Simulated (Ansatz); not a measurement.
`N[SiH3]` + F• → `[NH][SiH3]`• + H–F  (hydrogen abstraction from the N–H bond)

Isolated molecules relaxed with PBE0-D4/def2-TZVP in Ansatz; ΔE leaves out vibrations. CBS: MP2 limit from def2 TZ/QZ plus the TZ coupled-cluster correction, frozen cores. This one scheme is used for every species, atoms too. No spin–orbit coupling; open shells (•) take unrestricted orbitals. Spin–orbit coupling would lower the free atoms: a little for F.

`N[SiH3]`:

```xyz
7

N     0.846    0.511   -0.401
Si   -0.456   -0.339    0.334
H     0.816    1.516   -0.459
H     1.300    0.122   -1.212
H    -0.742    0.307    1.642
H    -1.736   -0.367   -0.436
H    -0.028   -1.748    0.532
```

`[NH][SiH3]`•:

```xyz
6

N     0.309   -1.031    0.840
Si   -0.036    0.166   -0.393
H     0.159   -0.662    1.782
H     0.757    1.408   -0.161
H    -1.486    0.511   -0.346
H     0.298   -0.393   -1.723
```

H–F:

```xyz
2

F     0.293    0.313   -0.166
H    -0.293   -0.313    0.166
```

| species | HF/CBS(def2) energy (Eh) |
| --- | --- |
| `N[SiH3]` | -346.36472 |
| F• | -99.41645 |
| `[NH][SiH3]`• | -345.72526 |
| H–F | -100.07071 |

(1) Work out ΔE.

Largest T1 diagnostic among the species: 0.015.

Results:

(1) ΔE = (-345.72526) + (-100.07071) − (-346.36472) − (-99.41645) = -0.01480 Eh = -38.9 kJ/mol. CCSD(T)/CBS gives -98.7 kJ/mol.

At CCSD(T), def2-SVP lies +31.5 kJ/mol from the extrapolated value and def2-TZVPP +7.5 kJ/mol. From r2SCAN to r2SCAN0 (25 % exact exchange), in def2-TZVPP and without D4, ΔE moves by +16.6 kJ/mol. In def2-TZVPP, CCSD(T) changes the Hartree–Fock value by −53.6 kJ/mol (the triples alone add −3.1 kJ/mol) and MP2 by −59.0 kJ/mol.
